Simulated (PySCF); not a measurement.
All values below come from PySCF 2.14.0 with ωB97X-D3(BJ)/def2-TZVP // PBE0-D3(BJ)/def2-SVP. All species are isolated molecules in the gas phase. Delta-SCF ions had no search for a lower state. 

Reference species (SMILES): `O` (neutral, multiplicity 1).

The dipole moment is 2.11 D, the vertical ionisation energy (Delta-SCF) is 12.72 eV and the HOMO–LUMO gap is 14.32 eV.

After one change: the dipole moment falls by 0.31 D; the vertical ionisation energy (Delta-SCF) falls by 1.65 eV; the HOMO–LUMO gap falls by 1.14 eV.

Problem. Which change was made? The new species is one of these.
A. `S`
B. `[C-]#[O+]`
C. `C#N`
D. `N`

Solution. D, `N`
